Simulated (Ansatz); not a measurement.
# B2H4S: vertical ionisation energy

The task here is to estimate one member of a computed series from the others.

Method: unrestricted cation, the program's frozen cores in correlated methods; program: Ansatz 0.2.0, Gaussian basis.

Plan: UKS PBE-D4/def2-TZVPP; UKS r2SCAN-D4/def2-TZVPP; UKS PBE0-D4/def2-TZVPP; UKS B3LYP-D4/def2-TZVPP; UKS wB97X-V/def2-TZVPP; UKS wB97M-V/def2-TZVPP; UKS B2PLYP/def2-TZVPP; UHF-CCSD(T)/def2-TZVPP; UHF-MP2/def2-QZVPP; extrapolation to the limit; then −ε(HOMO) from the neutral's earlier runs with LDA (SPW92), PBE-D4, revPBE-D4, BLYP-D4, r2SCAN-D4, B97M-V, PBE0-D4, B3LYP-D4, r2SCANh-D4, r2SCAN0-D4, HSE06-D4, BHLYP-D4, CAM-B3LYP-D4, LC-ωPBE, ωB97X-V, ωB97M-V.

## The geometry

All runs share one geometry, relaxed beforehand with PBE0-D4 in a triple-zeta def2 set.

SMILES `BSB`, 7 atoms, charge 0, spin multiplicity 1.

Atoms are counted from 1 here; the program's logs count them from 0.

Bond lengths: B1–S2 1.796 Å, B1–H4 1.190 Å, B1–H5 1.192 Å, S2–B3 1.796 Å, B3–H6 1.192 Å, B3–H7 1.190 Å. Angles: S2–B1–H4 120.1°, S2–B1–H5 117.1°, H4–B1–H5 122.8°, B1–S2–B3 103.4°, S2–B3–H6 117.1°, S2–B3–H7 120.1°, H6–B3–H7 122.8°.

As a file:

```xyz
7
B2H4S
B    -1.2992   -0.1157   -0.5220
S    -0.4324    0.4894    0.9303
B     1.2892    0.1274    0.5673
H    -0.6916   -0.6119   -1.4172
H    -2.4849    0.0053   -0.5361
H     2.0942    0.4375    1.3897
H     1.5858   -0.4001   -0.4578
```

Set-up of the first run:

in.yaml

```yaml
crystal:
  periodic: [false, false, false]
  atoms:
    - {symbol: B, position_ang: [-1.299189, -0.115704, -0.521957]}
    - {symbol: S, position_ang: [-0.432352, 0.489439, 0.930306]}
    - {symbol: B, position_ang: [1.289217, 0.127388, 0.567273]}
    - {symbol: H, position_ang: [-0.691558, -0.611867, -1.417236]}
    - {symbol: H, position_ang: [-2.484863, 0.005335, -0.536059]}
    - {symbol: H, position_ang: [2.094230, 0.437507, 1.389741]}
    - {symbol: H, position_ang: [1.585814, -0.400098, -0.457767]}
basis:
  gaussian: {orbitals: def2-TZVPP}
total_charge: 1
magnetization: {spin_polarized: true, initial_magnetization: 1}
hamiltonian: {xc: pbe, dispersion: d4}
```

Command:

```bash
$ ansatz run in.yaml --threads 2 --pin off --events-out ev --progress --plain --max-ram 4352MiB
```

Among the steps run: Cation, UKS PBE-D4/def2-TZVPP; Cation, UKS r2SCAN-D4/def2-TZVPP; Cation, UKS PBE0-D4/def2-TZVPP; Cation, UKS B3LYP-D4/def2-TZVPP; Cation, UKS wB97X-V/def2-TZVPP; Cation, UKS wB97M-V/def2-TZVPP; Cation, UKS B2PLYP (frozen core)/def2-TZVPP; Cation, UHF-CCSD(T)/def2-TZVPP; Cation, UHF-MP2/def2-QZVPP.

One table of the session follows, with a row left open; its other results are not shown here.

It belongs to the step «Ionisation energies side by side». Orbital estimates, from the neutral's runs:

| functional | −ε(HOMO) (eV) |
| --- | --- |
| LDA (SPW92) | 7.55 |
| PBE-D4 | 7.47 |
| revPBE-D4 | 7.43 |
| BLYP-D4 | 7.34 |
| r2SCAN-D4 | 7.72 |
| B97M-V | 7.85 |
| PBE0-D4 | 8.72 |
| B3LYP-D4 | 8.50 |
| r2SCANh-D4 | 8.18 |
| r2SCAN0-D4 | 8.88 |
| HSE06-D4 | 8.32 |
| BHLYP-D4 | 9.84 |
| CAM-B3LYP-D4 | 10.07 |
| LC-ωPBE | ? |
| ωB97X-V | 11.07 |
| ωB97M-V | 10.92 |

Estimate the missing values for LC-ωPBE.

As computed: −ε(HOMO) (eV): 11.43. In the column «−ε(HOMO) (eV)» it is the highest.
